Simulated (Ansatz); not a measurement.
Cost and result for the atomization energy of C$_{4}$H$_{9}$NO, SMILES `CCCC(N)=O` (15 atoms, 14 bonds).

Cartesian coordinates in Å:
```
C -1.6964 -1.4917 0.1275
C -0.5843 -0.7323 -0.5730
C 0.0679 0.3010 0.3278
C 1.0833 1.1553 -0.4030
N 2.1078 1.6134 0.3606
O 0.9839 1.4323 -1.5794
H -2.4886 -0.8145 0.4598
H -1.3265 -2.0228 1.0096
H -2.1499 -2.2308 -0.5363
H -0.9644 -0.2232 -1.4612
H 0.1797 -1.4304 -0.9297
H 0.5265 -0.1775 1.2000
H -0.6959 0.9855 0.7182
H 2.1811 1.3989 1.3371
H 2.7758 2.2368 -0.0582
```

The species carries charge 0 and has multiplicity 1. All single points use the PBE0-D4/def2-TZVP geometry. It is one conformer, not always the lowest. Program: Ansatz. All runs use 2 threads of an AMD EPYC 7R13 on a shared host and a share of an NVIDIA H100 80 GB. Times are those of one run each, without the atoms' runs, and a repeat can differ threefold. Electronic energies, without spin–orbit coupling; frozen cores. CCSD(T)/CBS adds CCSD(T) − MP2 in def2-TZVPP to the MP2 limit, and its time is that of the two runs behind it. T1 = 0.013. HSE06 is the plane-wave form, built on full-range PBE exchange.

CCSD(T)/CBS is a level of theory with its own doubt, some kJ/mol a heavy atom from the limit and from the frozen cores, so smaller differences don't rank the functionals.

| level | functions | wall time |
| --- | --- | --- |
| CCSD(T)/def2-SVP | 129 | 2.3 s |
| BHLYP-D4/def2-TZVPP | 312 | 2.7 s |
| B2PLYP/def2-TZVPP | 312 | 2.9 s |
| CAM-B3LYP-D4/def2-TZVPP | 312 | 3 s |
| revPBE-D4/def2-TZVPP | 312 | 3.5 s |
| HSE06-D4/def2-TZVPP | 312 | 3.6 s |
| PBE-D4/def2-TZVPP (with forces) | 312 | 3.9 s |
| PBE-QIDH/def2-TZVPP | 312 | 4 s |
| CCSD(T)/def2-TZVPP | 312 | 4.3 s |
| MP2/def2-QZVPP | 612 | 4.7 s |
| ωB97M-V/def2-TZVPP (with forces) | 312 | 4.8 s |
| ωB97X-V/def2-TZVPP | 312 | 6.5 s |
| CCSD(T)/CBS(def2) | – | 9 s |

Task: What atomization energy does each give, and how far from CCSD(T)/CBS? (Best estimate.)

Result: Ansatz gave: 
```tsv
level	atomization (kJ/mol)	difference from CCSD(T)/CBS	per bond
CCSD(T)/def2-SVP	5825.2	-265.6	-19.0
BHLYP-D4/def2-TZVPP	5918.7	-172.1	-12.3
B2PLYP/def2-TZVPP	6048.4	-42.4	-3.0
CAM-B3LYP-D4/def2-TZVPP	6140.2	49.4	3.5
revPBE-D4/def2-TZVPP	6114.0	23.2	1.7
HSE06-D4/def2-TZVPP	6149.7	58.9	4.2
PBE-D4/def2-TZVPP (with forces)	6268.5	177.7	12.7
PBE-QIDH/def2-TZVPP	6076.1	-14.7	-1.0
CCSD(T)/def2-TZVPP	5940.2	-150.6	-10.8
MP2/def2-QZVPP	6127.7	36.9	2.6
ωB97M-V/def2-TZVPP (with forces)	6122.3	31.5	2.3
ωB97X-V/def2-TZVPP	6115.4	24.6	1.8
CCSD(T)/CBS(def2)	6090.8	0.0	0.0
```

From PBE to PBE0 (25 % exact exchange), in def2-TZVPP and without D4, the atomization energy moves by −119.1 kJ/mol: exact exchange takes away binding that semilocal exchange gives to molecules. At CCSD(T), def2-SVP lies −265.6 kJ/mol from the extrapolated value and def2-TZVPP −150.5 kJ/mol: correlation converges slowly with the basis, and small sets miss more of it in the bonded molecule than in its fragments. In def2-TZVPP, CCSD(T) changes the Hartree–Fock value by +1529.5 kJ/mol (the triples alone add +91.3 kJ/mol) and MP2 by +1628.3 kJ/mol; breaking electron pairs costs correlation energy, which Hartree–Fock lacks.
